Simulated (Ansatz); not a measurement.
For body-centred tetragonal In, PBE+SOC in Ansatz (PAW) gives:

| Quantity | Value |
|---|---|
| lattice constant a | 3.302 Å |
| lattice parameter c | 5.029 Å |
| bulk modulus | 35.7 GPa |

### Question
What does r²SCAN+SOC (Ansatz, a first-principles code, PAW) give for the same quantities?

### Answer

- lattice constant a: 3.245 Å (drops by 1.7 %)
- lattice parameter c: 4.983 Å (falls by 0.9 %)
- bulk modulus: 42.4 GPa (grows by 19 %)

For comparison: lattice constant a 3.252 Å (measured, 293 K, no zero-point or thermal correction; as tabulated in Wikipedia's data pages); lattice parameter c 4.947 Å (measured, 293 K, not corrected to a static lattice; as tabulated in Wikipedia's data pages); bulk modulus 44.7 GPa (measured, copied from a table, unchecked, extrapolated to 0 K and zero-point effects removed; as tabulated in Lejaeghere et al. (2013), arXiv:1204.2733).

Changes are worked out from the printed values.

Unless a cell is named, each level is at its own relaxed cell (PBE+SOC 27.42, r²SCAN+SOC 26.23 Å³/atom).

Ansatz's density-functional and Hartree–Fock values are scalar-relativistic unless marked +SOC, with PAW data made under PBE.
